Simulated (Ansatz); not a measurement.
# BH3SSi: molecular dynamics

Purpose: to follow the molecule's vibrations and see whether its bonds hold. The start is relaxed first. Runs: 272 steps of 0.5 fs at constant energy (fourth-order Milne integrator), with velocities drawn for 300 K. SMILES of the start: B1[SiH2]S1.

All numbers below are computed with Ansatz 0.2.0 (RKS PBE0-D4/def2-mTZVP).

### Step 1. Starting point

Bond lengths: B1–Si2 2.000 Å, B1–S3 1.871 Å, Si2–S3 1.987 Å, B1–H4 1.163 Å, Si2–H5 1.484 Å, Si2–H6 1.478 Å. Angles: B1–Si2–S3 56.0°, B1–Si2–H5 113.6°, B1–Si2–H6 114.7°, S3–Si2–H5 113.8°, S3–Si2–H6 115.1°, H5–Si2–H6 124.5°, Si2–B1–S3 61.7°, Si2–B1–H4 133.0°, S3–B1–H4 146.5°, B1–S3–Si2 62.4°.

Structure file:

```xyz
6

B    -0.8121   -0.9086   -0.1365
Si    0.4305    0.6222    0.1994
S     0.9501   -1.2887    0.3625
H    -1.6596   -1.0858   -0.9124
H     0.9210    1.2728   -1.0414
H     0.2122    1.3240    1.4821
```

### Step 2. Relaxing the start

The input, input.yaml:

```yaml
crystal:
  periodic: [false, false, false]
  atoms:
    - { symbol: B, position_ang: [-0.8121, -0.9086, -0.1365] }
    - { symbol: Si, position_ang: [0.4305, 0.6222, 0.1994] }
    - { symbol: S, position_ang: [0.9501, -1.2887, 0.3625] }
    - { symbol: H, position_ang: [-1.6596, -1.0858, -0.9124] }
    - { symbol: H, position_ang: [0.921, 1.2728, -1.0414] }
    - { symbol: H, position_ang: [0.2122, 1.324, 1.4821] }
basis:
  gaussian: { orbitals: def2-mTZVP }
hamiltonian:
  xc: pbe0
  dispersion: d4
relax:
  f_tol: 0.02
  max_steps: 40
output:
  orbitals: {}
```

Run with:

```bash
$ ansatz run input.yaml --threads 1 --pin off --max-ram 2048MiB --backend cpu --events-out ev --progress --plain --runs-dir out
```

The runs that follow: Dynamics.

Before running it: what results should come out? Wanted: relaxation of the start; temperature, first and last step; temperature, second half; potential energy, second half; largest change of the total energy; bonds formed or broken.

As calculated:

```
                          quantity                         value
           relaxation of the start       5 moves, 1.052 eV lower
                            length           272 steps of 0.5 fs
  temperature, first and last step                 300 and 142 K
          temperature, second half  mean 154 K, from 95 to 215 K
     potential energy, second half   +13 meV/atom from the start
largest change of the total energy                 0.00 meV/atom
            bonds formed or broken                             0
```

The temperature starts at 300 K and averages 154 K in the second half, where it ranges from 95 to 215 K; a mean near half the start is what vibrations about a minimum give, since they share energy equally between motion and strain. The total energy strays from its start by at most 0.00 meV/atom, under 0.1 % of the mean kinetic energy, so a step of 0.5 fs is short enough over this time. The bonds all hold. Averages from a run of 136 fs with 6 atoms are rough. The nuclei move classically, without zero-point motion, which matters most for hydrogen.
